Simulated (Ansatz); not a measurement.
Ideal-gas functions of hydrogen at 600 K and 1 bar, from an Ansatz frequency run at PBE0-D4/def2-TZVP.

Molar mass 2.02 g/mol, point group D∞h (symmetry number 2), electronic degeneracy 1, moments of inertia 0.281 u Å². Harmonic wavenumbers (cm⁻¹, unscaled): 4415.

Use S(trans) = R[1.5 ln M + 2.5 ln T − 1.1517]; rotational temperatures θ = 24.2544 K / I; S(rot) = R[ln(T/σθ) + 1]; for each mode x = 1.438777 ν̃/T, S = R[x/(eˣ − 1) − ln(1 − e⁻ˣ)] and H = RT x/(eˣ − 1); 1 cm⁻¹ = 0.0119627 kJ/mol; R = 8.31446 J/(mol·K).

Problem. By hand: the entropy, in J/(mol·K).

Solution. Translation 132.2. Rotation: θ = 86.3146 K, giving 18.7. Vibration, mode by mode: 0.00, in all 0.0. Electronic 0.0. Sum 150.9 J/(mol·K).

Problem. By hand: H − E and G − E in kJ/mol, counted from the electronic energy.

Solution. Zero-point energy ½ × 4415 × 0.0119627 = 26.4; thermal vibration 0.0; translation, rotation and pV give 3.5 RT = 17.5. H − E = 43.9 kJ/mol, and G − E = 43.9 − 600 × 150.9/1000 = -46.6 kJ/mol.

Vibration gives 0 % of the entropy; all modes have x over 3 and are hardly excited.
